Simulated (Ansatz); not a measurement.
# HAl–O–Al, quartet in cc-pVDZ: errors against UCCSDT(Q)

Geometry: a PBE0/def2-TZVP stationary point for this spin, not checked as a minimum. The doublet lies 3.1 eV lower here.

```xyz
4

Al    0.0000   -0.1114    1.6489
O     0.0000    0.0548   -0.0342
Al    0.0000    0.0319   -1.7218
H     0.0000    1.2590    2.4945
```

Basis cc-pVDZ; Ansatz 0.2.0. Correlated methods freeze the noble-gas cores, which leaves 13 electrons in 44 orbitals. R marks a restricted (for open shells ROHF) determinant, U an unrestricted one.

Full CI isn't at hand for all of this; UCCSDT(Q) serves as the reference, and is uncertain by about the last step of the cluster series. The frozen core follows each run's orbitals, which can shift R against U totals by a few meV.

For open shells CISD is restricted-active-space CI with the open shells as a complete middle space.

```
UHF ⟨S²⟩                          : 3.758
T1 diagnostic (RCCSD)             : 0.0287
largest doubles amplitude (RCCSD) : 0.032
T1 diagnostic (UCCSD)             : 0.0248
```

```csv
level,E − E(RHF) (eV)
UHF,-0.0501
RMP2,-6.8840
UMP2,-6.9020
RCCSD,-7.3051
UCCSD,-7.3067
RCCSD(T),-7.5049
UCCSD(T),-7.5061
```

Problem. Estimate how far UCCSDT(Q) in cc-pVDZ lies from RCCSD(T). The table doesn't fix it; the size of (T) and the diagnostics are the guide.

Solution. UCCSDT(Q) in cc-pVDZ lies 4.6 kJ/mol below RCCSD(T), which is 24 % of the (T) step (-19.3 kJ/mol). The diagnostics are small and the rest is a small part of (T), but (T) is large here. The miss exceeds 1 kcal/mol.

The other levels:

```json
{"level": "CISD", "E − E(UCCSDT(Q)) (kJ/mol)": "77.1", "share of correlation (%)": "89.42", "wall time": "14 s"}
{"level": "BCCD(T)", "E − E(UCCSDT(Q)) (kJ/mol)": "4.2", "share of correlation (%)": "99.43", "wall time": "13 s"}
{"level": "RCCSDT", "E − E(UCCSDT(Q)) (kJ/mol)": "2.4", "share of correlation (%)": "99.67", "wall time": "–"}
{"level": "UCCSDT", "E − E(UCCSDT(Q)) (kJ/mol)": "2.3", "share of correlation (%)": "99.68", "wall time": "–"}
{"level": "RCCSDT(Q)", "E − E(UCCSDT(Q)) (kJ/mol)": "0.6", "share of correlation (%)": "99.92", "wall time": "70 s"}
```

The correlation energy at UCCSDT(Q), counted from RHF, is -7.553 eV. That run took 72 s on 1 thread of Arm Neoverse V2, shared host.

Times hold each run's SCF and search for its determinant on a shared host, so for small cases they say little of a method's own cost; they ran on 1 thread of Arm Neoverse V2.
